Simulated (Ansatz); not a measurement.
The same path of BH$_{3}$O (5 atoms, charge 0, multiplicity 1) was run twice with different band settings. Lost on the way: B1–H4. Made: O2–H4.

Method: Ansatz 0.2.0, RKS CAM-B3LYP-D4/cc-pVDZ.

Relaxed end points:

```xyz
5
Properties=species:S:1:pos:R:3
B 0.364 -0.015 0.075
O 0.578 -0.117 1.402
H -0.235 -0.209 1.915
H 1.347 0.102 -0.612
H -0.757 -0.042 -0.382
```

```xyz
5
Properties=species:S:1:pos:R:3
B -0.076 0.028 -0.662
O 0.658 -0.034 0.802
H 0.326 -0.181 1.711
H 1.623 -0.015 0.765
H -1.233 -0.079 -0.219
```

Common settings: movable images 7; climbing image yes; spring 5.0 eV/Å²; optimiser quadratic models (default); force threshold 0.05 eV/Å; iteration limit 60; end points relaxed.

| run | start path |
| --- | --- |
| 1 | through a guess of the saddle point |
| 2 | straight line |

What does each run give, and how far can it be trusted?

Run 1: converged after 14 iterations, highest image 5.147 eV above the first end. Neighbouring images differ by up to 1.5 eV, so the band resolves the path poorly. A vibrational analysis at the climbing image gives one clearly imaginary mode, 1226i cm⁻¹: a first-order saddle point.
Run 2: converged after 11 iterations, highest image 5.147 eV above the first end. Neighbouring images differ by up to 1.5 eV, so the band resolves the path poorly. Another band between the same ends (7 images) ends at a top of the same energy, where a vibrational analysis finds 1 clearly imaginary mode.
The orbitals stay closed-shell, which can raise the energy where a bond breaks towards radicals; this wasn't checked here.
